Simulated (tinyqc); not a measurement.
Worked calculation: coupled-perturbed Hartree-Fock on RHF in the sto-3g basis, for H3O+, spin multiplicity 1. One step of it, computed by the program tinyqc.

Problem. Response to a field: uncoupled start. Field along y; U_ai = -mu_ai / (e_a - e_i), alpha = -4 sum U_ai mu_ai.

orbital energies (hartree): [-20.785247, -1.667983, -0.998460, -0.998231, -0.840383, -0.009107, 0.203063, 0.203526]

dipole integrals <a|y|i> (bohr), order a6, a7, a8:
```
[[0.000000, 0.000000, -0.799185, 0.000000, 0.000000],
 [0.000000, 0.000000, -0.553760, 0.000000, 0.000000],
 [0.051526, -0.097387, 0.000000, 0.552973, 0.147161]]
```

Give: uncoupled U; uncoupled polarisability.

Solution.

uncoupled U, order a6, a7, a8:
```
[[0.0000, 0.0000, 0.8078, 0.0000, 0.0000],
 [0.0000, 0.0000, 0.4609, 0.0000, 0.0000],
 [-0.0025, 0.0520, 0.0000, -0.4601, -0.1410]]
```

uncoupled polarisability = 4.7247 bohr^3
